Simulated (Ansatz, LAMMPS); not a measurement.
## Rock-salt MgO, dielectric constant ε0 (ions relaxed)

Reference value: 9.8 (measured, room temperature, no zero-point or thermal correction, sources range from 9.20 to 9.83; as tabulated in Hong and Vanderbilt (2013), arXiv:1307.0132).

```tsv
level (code)	value	cell (Å³/atom)	difference (%)
ionic model binks1994 (shell model, LAMMPS)	8.17	9.34	-16.6
ionic model bush1994 (shell model, LAMMPS)	14.3	9.30	+46
ionic model catlow1992 (shell model, LAMMPS)	11.7	9.54	+19.4
LDA (Ansatz)	9.77	9.00	-0.3
PBE (Ansatz)	11.2	9.62	+14.3
PBEsol (Ansatz)	10.4	9.36	+6.1
PBE-D3(BJ) (Ansatz)	10.1	9.31	+3.1
r²SCAN (Ansatz)	9.77	9.29	-0.3
```

Leaving aside ionic model binks1994, ionic model bush1994, ionic model catlow1992, which can be fitted to such values or carry a doubt: Nearest, and too close to rank with a margin of 6.1 % (twice that across the reference) picked here for doubts on the reference and the settings, and for temperature and zero-point motion: LDA (-0.3 %), r²SCAN (-0.3 %), PBE-D3(BJ) (+3.1 %), PBEsol (+6.1 %). PBE (+14.3 %) lies farthest from it. Within 20 %: LDA, PBE, PBEsol, PBE-D3(BJ), r²SCAN.

The reference has no zero-point or thermal correction, while the calculations are for a static lattice, so the differences are not the levels' errors alone.  PBE-D3(BJ): the dispersion coefficients are held fixed in the derivatives. Each level is taken at its own relaxed cell. Cutoffs and k meshes differ between the levels. Ansatz's density-functional and Hartree–Fock values are scalar-relativistic unless marked +SOC, with PAW data made under PBE.

Empirical potentials (ionic model binks1994, ionic model bush1994, ionic model catlow1992) are fitted to chosen data, which need not cover the solid at hand: agreement can be built in, and what lay outside the fit can be far off.

Differences are worked out from the printed values.

Ansatz is a program for electronic structure.
